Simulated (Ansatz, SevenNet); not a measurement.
Elastic constant C12 (GPa) of solids drawn from the class of silicides and borides, at two levels: the machine-learned potential SevenNet-0 (trained on PBE and PBE+U data), and PBE (plane waves, PAW; Ansatz, a quantum-chemistry and plane-wave program).

```tsv
solid	SevenNet-0	PBE
AlB2-type TiB₂	213	67.9
antifluorite Mg₂Si	40.9	23.0
C11b WSi₂	163	114
AlB2-type MgB₂	125	58.2
AlB2-type ZrB₂	180	55.9
C11b MoSi₂	144	109
AlB2-type HfB₂	177	?
```

Problem. Estimate the withheld PBE value from the other rows.

Solution. One way: carry over the typical ratio. The ratios PBE / SevenNet-0 of the other rows, in order: 0.311, 0.319, 0.466, 0.562, 0.699, 0.757; median 0.5140. AlB2-type HfB₂: 177 × 0.5140 = 91.0 GPa; the run gives 65.2 GPa. The ratios spread from 0.311 to 0.757, so such an estimate is rough.

Over all 7 rows PBE is the larger in 0.

Ansatz's runs of these crystals have no spin polarisation.

Spin–orbit coupling is left out, also for the solids with elements from indium on (C11b WSi2, AlB2-type HfB2); its size isn't shown.

Each level is taken at its own relaxed cell. Ansatz's density-functional and Hartree–Fock values are scalar-relativistic unless marked +SOC, with PAW data made under PBE.
